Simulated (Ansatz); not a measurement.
# AlH3 (singlet): from Hartree-Fock to the top rungs at distance Al1–H3 = 1.586 Å, cc-pVDZ

An exercise on one series of results from a longer session: the logs are not shown, and one member is left open.

Computed with Ansatz 0.2.0, Gaussian basis. Level: cc-pVDZ, core rule «outside noble gas», up to 5 orbitals frozen.

To be run: UHF; CCSD(T) on RHF; BCCD(T) on RHF; CISD; CCSDT(Q) on RHF; CCSDTQ on RHF; CASSCF and MRCISD+Q, 2 electrons in 2 orbitals; CASSCF and NEVPT2, 2 electrons in 2 orbitals; Full CI.

21 further runs of the same task are left out: 9 for a known fault of the program, 9 that didn't finish, 3 set aside as unsound or not needed.

### What is computed

The geometry derives from a PBE0/def2-TZVP stationary point (not a proven minimum). One bond is set to the value named and the two fragments are kept rigid.

4 atoms, charge 0, spin multiplicity 1.

Atoms are counted from 1 here; the program's logs count them from 0.

Bond lengths: Al1–H2 1.586 Å, Al1–H3 1.586 Å, Al1–H4 1.586 Å. Angles: H2–Al1–H3 120.0°, H2–Al1–H4 120.0°, H3–Al1–H4 120.0°.

Set-up of the first run:

Input file in.yaml:

```yaml
crystal:
  periodic: [false, false, false]
  atoms:
    - {symbol: Al, position_ang: [0.000000, 0.000000, 0.000000]}
    - {symbol: H, position_ang: [1.585776, 0.015051, -0.000083]}
    - {symbol: H, position_ang: [-0.805923, 1.365794, -0.002790]}
    - {symbol: H, position_ang: [-0.779853, -1.380845, 0.002873]}
basis:
  gaussian: {orbitals: cc-pVDZ}
magnetization: {spin_polarized: true, initial_magnetization: 0}
hamiltonian: {xc: hf}
output: {orbitals: {seedname: orbitals}}
```

The run is started by

```sh
$ ansatz run in.yaml --threads 1 --pin off --events-out ev --progress --plain --max-ram 2393MiB
```

Among the steps run: UHF; CCSD(T) on RHF; BCCD(T) on RHF; CISD; CCSDT(Q) on RHF; CCSDTQ on RHF; CASSCF and MRCISD+Q, 2 electrons in 2 orbitals; CASSCF and NEVPT2, 2 electrons in 2 orbitals; Full CI.

One of the session's tables, all rows but one given; the rest of the session is left out.

```
       method  from FCI (meV)
          RHF         +2792.4
         RMP2          +701.9
         CISD          +135.2
        RCCSD           +41.3
     RCCSD(T)           +11.3
      BCCD(T)           +11.0
       RCCSDT            +0.9
    RCCSDT(Q)            +0.2
      RCCSDTQ             0.0
  CASSCF pair         +2423.0
  NEVPT2 pair          +697.0
  MRCISD pair               ?
MRCISD+Q pair           -23.5
          FCI               0
```

Q: Estimate the row for MRCISD pair from the others.

The run gave: from FCI (meV): +100.1. In the column «from FCI (meV)» it lies between RCCSD (+41.3) and CISD (+135.2).

To keep in mind: MRCISD+Q pair falls below full CI: the +Q correction isn't variational, and the cores differ from full CI's.
